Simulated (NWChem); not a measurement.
**One shape, several levels: CH2S (SMILES C=S)**

Aim: a comparison of 4 runs (HF/STO-3G, HF/3-21G, B3LYP/6-31G*) of CH2S. 

The calculation is run with NWChem 7.3.0.

2 further runs of the same task are left out: 2 set aside as unsound or not needed.

## (1) The system as given

CH2S: 4 atoms, total charge 0, spin state singlet. As SMILES, `C=S`. The shape is that of a PBE0-D4/def2-TZVP optimisation.

Bond lengths: C1–S2 1.599 Å, C1–H3 1.090 Å, C1–H4 1.090 Å. Angles: S2–C1–H3 122.2°, S2–C1–H4 122.2°, H3–C1–H4 115.6°.

## (2) Energy and gradient at HF/STO-3G (run 1)

ch2s.nw

```
echo
start ch2s
title "CH2S hf"
memory 2200 mb
charge 0
geometry units au noautosym nocenter noautoz
   C  -0.18160268 -0.06338141 -0.07594809
   S   2.47249876  0.86273556  1.03388806
   H  -1.83692718 -0.33502954  1.12075877
   H  -0.45395001 -0.46432461 -2.07869874
end
basis "ao basis" spherical bse
   * library STO-3G
end
scf
   thresh 1e-08
   maxiter 80
   print medium
end
task scf gradient
```

On the command line:

```console
nwchem ch2s.nw > ch2s.out
```

The program printed:

```text
[...]
  functions       =    16
[...]
  wavefunction    = RHF
[...]
         Total SCF energy =   -431.670270073334
      One-electron energy =   -688.674401738277
      Two-electron energy =    211.975829688276
 Nuclear repulsion energy =     45.028301976667
        Time for solution =      0.2s
[...]
                         RHF ENERGY GRADIENTS
    atom               coordinates                        gradient
                 x          y          z           x          y          z
   1 C      -0.181603  -0.063381  -0.075948   -0.032546  -0.011360  -0.013617
   2 S       2.472499   0.862736   1.033888    0.024539   0.008563   0.010262
   3 H      -1.836927  -0.335030   1.120759    0.002184   0.001568   0.005884
   4 H      -0.453950  -0.464325  -2.078699    0.005823   0.001229  -0.002529
[...]
```

Run time: 0.91 s. Hardware: 1 thread of Intel Xeon Platinum 8488C (Sapphire Rapids), shared host; peak memory 0.099 GiB.

## (3) Energy and gradient at HF/3-21G (run 2)

m1.nw

```
start m1
title "CH2S gradient"
memory stack 880 mb heap 220 mb global 1100 mb
charge 0
geometry units bohr noautosym nocenter noautoz
  C     -0.18160268    -0.06338141    -0.07594809
  S      2.47249876     0.86273556     1.03388806
  H     -1.83692718    -0.33502954     1.12075877
  H     -0.45395001    -0.46432461    -2.07869874
end
basis "ao basis" spherical bse
  * library 3-21G
end
scf
  thresh 1e-08
  maxiter 80
  print low
end
task scf gradient
```

On the command line:

```console
nwchem m1.nw > m1.out
```

The program printed:

```text
[...]
  functions       =    26
[...]
  wavefunction    = RHF
[...]
         Total SCF energy =   -434.334634180711
      One-electron energy =   -688.522452753414
      Two-electron energy =    209.159516596036
 Nuclear repulsion energy =     45.028301976667
        Time for solution =      0.3s
[...]
                         RHF ENERGY GRADIENTS
    atom               coordinates                        gradient
                 x          y          z           x          y          z
   1 C      -0.181603  -0.063381  -0.075948    0.040502   0.014129   0.016930
   2 S       2.472499   0.862736   1.033888   -0.030348  -0.010589  -0.012690
   3 H      -1.836927  -0.335030   1.120759   -0.009119  -0.001393   0.007230
   4 H      -0.453950  -0.464325  -2.078699   -0.001034  -0.002148  -0.011470
 Task  times  cpu:        0.4s     wall:        0.4s
 Total times  cpu:        0.4s     wall:        0.4s
```

It took 0.99 s on 1 thread of Intel Xeon Platinum 8488C (Sapphire Rapids), shared host; peak memory 0.1 GiB.

Run 3 isn't shown in full; the table further down has it.

## (4) Energy and forces at B3LYP/6-31G(d) (Cartesian functions) (run 4)

input.nw

```
echo
start input
title "CH2S gradient"
memory stack 880 mb heap 220 mb global 1100 mb
geometry units au noautosym nocenter noautoz
  C   -0.18160268  -0.06338141  -0.07594809
  S    2.47249876   0.86273556   1.03388806
  H   -1.83692718  -0.33502954   1.12075877
  H   -0.45395001  -0.46432461  -2.07869874
end
basis cartesian
  * library 6-31G*
end
dft
  xc b3lyp
  grid xfine
  convergence energy 1e-08
  maxiter 100
  mulliken
end
task dft gradient
```

On the command line:

```console
nwchem input.nw > input.out
```

The program printed:

```text
[...]
          Wavefunction type:  closed shell.
          No. of atoms     :     4
          No. of electrons :    24
[...]
          Charge           :     0
          Spin multiplicity:     1
[...]
          AO basis - number of functions:    38
[...]
              XC Information
              --------------
                         B3LYP Method XC Potential
                     Hartree-Fock (Exact) Exchange  0.200
                        Slater Exchange Functional  0.800 local
                    Becke 1988 Exchange Functional  0.720 non-local
              Lee-Yang-Parr Correlation Functional  0.810
                  VWN I RPA Correlation Functional  0.190 local
[...]
 d= 0,ls=0.0,diis     1   -437.4145961672 -4.82D+02  2.88D-02  4.21D-01     0.8
[...]
 d= 0,ls=0.0,diis    10   -437.4620194365 -3.44D-11  2.31D-07  5.70D-11     5.9
         Total DFT energy =     -437.462019436522
      One electron energy =     -691.436272401876
           Coulomb energy =      240.761404151572
    Exchange-Corr. energy =      -31.815453162885
 Nuclear repulsion energy =       45.028301976667
[...]
      Total Density - Mulliken Population Analysis
     ---------------------------------------------
    Atom       Charge   Shell Charges
 -----------   ------   -------------------------------------------------------
    1 C    6     6.36   1.99  0.73  1.97  0.66  0.98  0.02
    2 S   16    16.03   2.00  1.99  5.97  1.43  2.95  0.54  1.15  0.00
    3 H    1     0.81   0.53  0.28
    4 H    1     0.81   0.53  0.28
[...]
  wavefunction    = closed shell
                         DFT ENERGY GRADIENTS
    atom               coordinates                        gradient
                 x          y          z           x          y          z
   1 C      -0.181603  -0.063381  -0.075948    0.011522   0.004018   0.004812
   2 S       2.472499   0.862736   1.033888   -0.014859  -0.005184  -0.006213
   3 H      -1.836927  -0.335030   1.120759    0.002047   0.000548  -0.000177
   4 H      -0.453950  -0.464325  -2.078699    0.001290   0.000619   0.001578
[...]
```

Run time: 7.8 s. Hardware: 1 thread of Intel Xeon Platinum 8488C (Sapphire Rapids), shared host; peak memory 0.12 GiB.

## (5) The series

```
run                               level  iteration cap  module  energy (Eh)  dipole moment (D)  HOMO energy (eV)  LUMO energy (eV)  wall time
  1                           HF/STO-3G             80     scf  -431.670270               0.87             -6.56              5.81     0.91 s
  2                            HF/3-21G             80     scf  -434.334634                  –                 –                 –     0.99 s
  3  B3LYP/6-31G* (spherical functions)            100     dft  -437.458392               1.86             -6.33             -2.50      7.2 s
  4  B3LYP/6-31G* (Cartesian functions)            100     dft  -437.462019               1.86             -6.33             -2.50      7.8 s
```

## (6) Outcome

| quantity | value |
| --- | --- |
| run 4: total energy | -437.46202 Eh |
| run 4: dipole moment | 1.86 D |
| run 4: HOMO energy | -6.33 eV |
| run 4: LUMO energy | -2.50 eV |
| run 4: HOMO–LUMO gap | 3.83 eV |
| run 4: largest force on an atom | 0.870 eV/Å |

**Reading.** Over runs 1, 3, 4 the dipole moment (its size) runs from 0.87 D (HF/STO-3G) to 1.86 D (B3LYP/6-31G*). The two ends differ in method and basis. Over runs 1, 3, 4 the HOMO–LUMO gap runs from 3.83 eV (B3LYP/6-31G*) to 12.37 eV (HF/STO-3G). In run 1 the basis is minimal, so the values are rough. All runs together took 17 s, the longest 7.8 s.
